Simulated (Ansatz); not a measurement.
# H2O, singlet: energies of several shapes or isomers

Computed with Ansatz's Gaussian-basis code (development build). Basis cc-pVDZ, nonrelativistic, 1 orbital frozen in the corrections; active space CAS(8,6). Restricted Hartree–Fock, then the lowest state-specific CASSCF solution met for each case. Single-reference values can break down or jump between states where bonds are stretched. Solutions in different active orbitals can move differences by tenths of an eV and at times more than 1 eV.

Case A:

```json
{"atom": "O", "x (Å)": "0.0000", "y (Å)": "0.0000", "z (Å)": "-0.1101"}
{"atom": "H", "x (Å)": "0.0000", "y (Å)": "0.6938", "z (Å)": "0.4404"}
{"atom": "H", "x (Å)": "0.0000", "y (Å)": "-0.6938", "z (Å)": "0.4404"}
```

Case B:

```
atom   x (Å)    y (Å)    z (Å)
   O  0.0000   0.0000  -0.1292
   H  0.0000   0.8145   0.5169
   H  0.0000  -0.8145   0.5169
```

Case C:

| atom | x (Å) | y (Å) | z (Å) |
| --- | --- | --- | --- |
| O | 0.0000 | 0.0000 | -0.1197 |
| H | 0.0000 | 0.7542 | 0.4786 |
| H | 0.0000 | -0.7542 | 0.4786 |

Energy less that of case A, in eV:

```tsv
case	RHF/ROHF
B	+0.159
C	-0.246
```

(1) What does SC-NEVPT2 give for these differences?

(2) Which case is lowest, and do the methods agree?

Answers

(1) B: -0.236 eV (-5.4 kcal/mol); C: -0.444 eV (-10.2 kcal/mol).

(2) C is lowest in SC-NEVPT2. Of the methods shown, RHF/ROHF agrees.
